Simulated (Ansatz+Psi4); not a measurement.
A calculation with Psi4 1.11.

```
molecule {
1 2
C 0.000000 0.431410 -0.002790
H 0.006570 1.054560 0.884200
H 0.009910 1.050390 -0.870870
C 1.278370 -0.439060 0.009560
H 1.272710 -1.064040 0.885290
H 1.265720 -1.057040 -0.881590
H -0.899170 -0.191490 -0.007680
H 2.150460 0.209870 -0.010000
}

set basis cc-pVTZ
set reference rohf
set scf_type pk
energy('scf')
```

The input is written out from the run's settings.

The run gave:

```
Converged                       : yes
Total energy                    : -78.79604 hartree
Spin squared of the determinant : 0.750
```

This is not the lowest solution: another run reaches a determinant 0.97 eV lower. Caution: an unrestricted determinant lies well below.
